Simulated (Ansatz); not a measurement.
## Diamond-structure Si

All values below come from PBE (Ansatz, a first-principles code, PAW).

Numerical settings: plane-wave cutoff 500 eV, 12×12×1 k mesh (along the axes of the cell as run), gaussian smearing 0.02 eV, scalar-relativistic PAW data made under PBE.

Cell: relaxed at this level.

```
Item                                  Value
--------------------------------  ---------
surface energy of the (111) face  1.57 J/m²
```

The slab of 12 atoms is relaxed and unreconstructed.

The computed numbers hold no vibrational or temperature effects.

It cost around 2.1 core-minutes (rough) of CPU time.
